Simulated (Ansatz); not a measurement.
Geometry optimisation, RKS PBE-D4/def2-SVPD in Ansatz 0.2.0.

The input (input.yaml):

```yaml
crystal:
  periodic: [false, false, false]
  atoms:
    - { symbol: Al, position_ang: [0.127328, 0.0, 0.247344] }
    - { symbol: H, position_ang: [0.461682, 0.0, 1.75958] }
    - { symbol: Cl, position_ang: [2.277366, 0.0, -0.130439] }
    - { symbol: Cl, position_ang: [-1.499576, 0.0, -1.087285] }
basis:
  gaussian: { orbitals: def2-SVPD }
hamiltonian:
  xc: pbe
  dispersion: d4
relax:
  f_tol: 0.03
  max_steps: 50
```

Command:

```bash
$ ansatz run input.yaml --threads 2 --pin off --max-ram 3072MiB --backend cpu --events-out ev --progress --plain --runs-dir out
```

Task: Where does it end, and by what steps?

Result: The forces met the threshold. After 4 steps the energy has fallen by 0.520 eV; H2 moved furthest, 0.40 Å.

```
step  energy less start (eV)  largest force component (eV/Å)  accepted
   0                  0.0000                           1.438       yes
   1                 -0.3570                           0.966       yes
   2                 -0.4963                           0.960       yes
   3                 -0.5178                           0.209       yes
   4                 -0.5198                           0.013       yes
```

```xyz
4
Properties=species:S:1:pos:R:3
Al 0.319 0.000 0.348
H 0.088 0.000 1.904
Cl 2.274 0.000 -0.464
Cl -1.315 0.000 -0.999
```

Whether the end is a true minimum wasn't checked by a vibrational analysis.

Run time: 6.9 s on 2 threads of Arm Neoverse V1, on a shared host, peak memory 0.15 GiB.
